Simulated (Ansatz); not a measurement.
**A ladder of methods for BNH4 (SMILES BN)**

The species is BNH4 (6 atoms), meant as a singlet with charge 0. SMILES: `BN`. The coordinates come from a PBE0-D4/def2-TZVP relaxation.

```
atom    x (Å)    y (Å)    z (Å)
   B  -0.1282  -0.6796  -0.0256
   N   0.1461   0.6774   0.0108
   H   0.2258  -1.3680   0.8875
   H  -0.7120  -1.1287  -0.9692
   H  -0.1216   1.3137  -0.7208
   H   0.6320   1.1214   0.7713
```

Each level gives the energy change with the B1–H3 bond stretched from 1.197 to 2.394 Å (eV). The values are calculated.

```json
{"level": "SVWN5/STO-3G (restricted)", "kind": "LDA", "program": "Ansatz", "value (eV)": "5.68", "less FCI/STO-3G": "+0.76", "CPU time (all runs)": "1.1 s"}
{"level": "BLYP/STO-3G (restricted)", "kind": "GGA", "program": "Ansatz", "value (eV)": "5.33", "less FCI/STO-3G": "+0.41", "CPU time (all runs)": "1.7 s"}
{"level": "PBE/STO-3G (restricted)", "kind": "GGA", "program": "Ansatz", "value (eV)": "5.48", "less FCI/STO-3G": "+0.56", "CPU time (all runs)": "1.7 s"}
{"level": "HSE06/STO-3G (restricted)", "kind": "range-separated hybrid", "program": "Ansatz", "value (eV)": "6.07", "less FCI/STO-3G": "+1.15", "CPU time (all runs)": "2.1 s"}
{"level": "B2PLYP/STO-3G (restricted)", "kind": "double hybrid", "program": "Ansatz", "value (eV)": "5.97", "less FCI/STO-3G": "+1.05", "CPU time (all runs)": "2.1 s"}
{"level": "RPA@PBE/STO-3G (restricted)", "kind": "RPA", "program": "Ansatz", "value (eV)": "5.32", "less FCI/STO-3G": "+0.40", "CPU time (all runs)": "2.4 s"}
{"level": "CCSDT(Q)/STO-3G (restricted)", "kind": "coupled cluster or CI", "program": "Ansatz", "value (eV)": "4.93", "less FCI/STO-3G": "+0.01", "CPU time (all runs)": "0.44 s"}
{"level": "CCSDT/STO-3G (restricted)", "kind": "coupled cluster or CI", "program": "Ansatz", "value (eV)": "4.92", "less FCI/STO-3G": "0.00", "CPU time (all runs)": "0.4 s"}
{"level": "FCI/STO-3G", "kind": "exact in the basis", "program": "Ansatz", "value (eV)": "4.92", "less FCI/STO-3G": "0.00", "CPU time (all runs)": "7.7 s"}
```

FCI/STO-3G is exact within its basis and frozen core, so for wave-function methods in that basis the difference is their error; functionals converge differently with the basis, so for them it is only a difference. The first shape isn't each level's own minimum. The values span 4.92 to 6.07 eV. All rows use very small basis sets, so even the best lies far from the true value. Times are those of the runs behind each value, whatever else they computed, on shared processors of several kinds: orders of magnitude only.
